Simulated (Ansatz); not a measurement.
# What each rung costs, and what it gives

The pair of HF (SMILES F, atoms 1–2) and CH4S (SMILES CS, atoms 3–8), both closed shells, in one local arrangement (a lower one may exist), relaxed at PBE0-D4/def2-TZVP:

```tsv
atom	x (Å)	y (Å)	z (Å)
F1	1.1461	0.4251	-2.2408
H2	0.7011	-0.1962	-1.6905
C3	-0.0450	0.2331	0.9784
S4	-0.3626	-1.1762	-0.1088
H5	-0.0635	1.1675	0.4207
H6	0.9566	0.0835	1.3804
H7	-0.7575	0.2570	1.8010
H8	-1.5752	-0.7940	-0.5403
```

Interaction energies are counterpoise-corrected; the time is that of the whole pair.

Program: Ansatz 0.2.0. Basis: as named in each row. Cores are frozen in the correlated methods. B3LYP uses VWN-RPA correlation. Extrapolation: Hartree–Fock as exp(−7.88 √X), correlation as X^−2.97.

Times are rough, for one single point on 4 threads of a shared host (AMD EPYC 7R43).

The estimate by CCSD(T) at an estimated basis limit (MP2 extrapolated from triple and quadruple zeta, plus CCSD(T) − MP2 in triple zeta) is -6.78 kcal/mol.

```json
{"method": "HF", "basis": "STO-3G", "time (s)": "under 1", "interaction energy (kcal/mol)": "2.46", "method less estimate": "9.24"}
{"method": "PBE-D4", "basis": "STO-3G", "time (s)": "under 1", "interaction energy (kcal/mol)": "-2.83", "method less estimate": "3.95"}
{"method": "SPW92", "basis": "def2-SVP", "time (s)": "under 1", "interaction energy (kcal/mol)": "-10.45", "method less estimate": "-3.67"}
{"method": "PBE-D4", "basis": "def2-SVP", "time (s)": "under 1", "interaction energy (kcal/mol)": "-7.55", "method less estimate": "-0.77"}
{"method": "B3LYP-D4", "basis": "6-31G", "time (s)": "under 1", "interaction energy (kcal/mol)": "-6.05", "method less estimate": "0.73"}
{"method": "PBE0-D4", "basis": "def2-SVP", "time (s)": "under 1", "interaction energy (kcal/mol)": "-7.29", "method less estimate": "-0.51"}
{"method": "CCSD(T)", "basis": "def2-SVP", "time (s)": "1", "interaction energy (kcal/mol)": "-3.96", "method less estimate": "2.81"}
{"method": "wB97M-V", "basis": "def2-SVP", "time (s)": "2", "interaction energy (kcal/mol)": "-6.22", "method less estimate": "0.55"}
{"method": "revPBE-D4", "basis": "def2-TZVPPD", "time (s)": "2", "interaction energy (kcal/mol)": "-7.63", "method less estimate": "-0.86"}
{"method": "PBE-D4", "basis": "def2-TZVPPD", "time (s)": "2", "interaction energy (kcal/mol)": "-8.64", "method less estimate": "-1.86"}
{"method": "BLYP-D4", "basis": "def2-TZVPPD", "time (s)": "2", "interaction energy (kcal/mol)": "-7.67", "method less estimate": "-0.89"}
{"method": "PBE0-D4", "basis": "def2-TZVPPD", "time (s)": "3", "interaction energy (kcal/mol)": "-8.17", "method less estimate": "-1.40"}
{"method": "HSE06-D4", "basis": "def2-TZVPPD", "time (s)": "3", "interaction energy (kcal/mol)": "-8.16", "method less estimate": "-1.39"}
{"method": "B3LYP-D4", "basis": "def2-TZVPPD", "time (s)": "3", "interaction energy (kcal/mol)": "-7.68", "method less estimate": "-0.90"}
{"method": "r2SCAN-D4", "basis": "def2-TZVPPD", "time (s)": "4", "interaction energy (kcal/mol)": "-8.32", "method less estimate": "-1.54"}
{"method": "B2PLYP", "basis": "def2-TZVPPD", "time (s)": "5", "interaction energy (kcal/mol)": "-6.65", "method less estimate": "0.13"}
{"method": "B97M-V", "basis": "def2-TZVPPD", "time (s)": "6", "interaction energy (kcal/mol)": "-7.22", "method less estimate": "-0.44"}
{"method": "wB97X-V", "basis": "def2-TZVPPD", "time (s)": "6", "interaction energy (kcal/mol)": "-7.39", "method less estimate": "-0.62"}
{"method": "wB97M-V", "basis": "def2-TZVPPD", "time (s)": "6", "interaction energy (kcal/mol)": "-7.14", "method less estimate": "-0.36"}
{"method": "MP2", "basis": "def2-QZVPPD", "time (s)": "14", "interaction energy (kcal/mol)": "-6.77", "method less estimate": "0.01"}
{"method": "CCSD(T)", "basis": "def2-TZVPPD", "time (s)": "47", "interaction energy (kcal/mol)": "-6.20", "method less estimate": "0.57"}
```

The T1 diagnostic stays at or below 0.011.
